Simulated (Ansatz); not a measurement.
System: cubic perovskite KTaO3. Method: r²SCAN (Ansatz, an electronic-structure program, PAW).

Run with plane-wave cutoff 600 eV, 6×6×6 k mesh, finite displacements, scalar-relativistic PAW data made under PBE.

The cell has the measured lattice: a = 3.9885 Å, b = 3.9885 Å, c = 3.9885 Å, α = 90.00°, β = 90.00°, γ = 90.00°.

Problem. Estimate the high-frequency dielectric constant that the calculation returns.

Solution. 
high-frequency dielectric constant: 4.90

Measured, for comparison: high-frequency dielectric constant 4.59 (300 K, copied from a table, unchecked, long-wavelength limit of the electronic terms of a dispersion formula fitted to measured refractive indices over 0.4-1.06 um; lattice terms left out; as tabulated in Fujii and Sakudo (1976), doi:10.1143/jpsj.41.888). Computed (rounded) less measured: high-frequency dielectric constant not scored (unchecked).

Note: the run finds an imaginary mode (29i cm⁻¹), so the cell is a saddle point at this level; the cell isn't this level's own, so it is under some stress, which shifts stiffness and frequencies.

Spin–orbit coupling is not included.
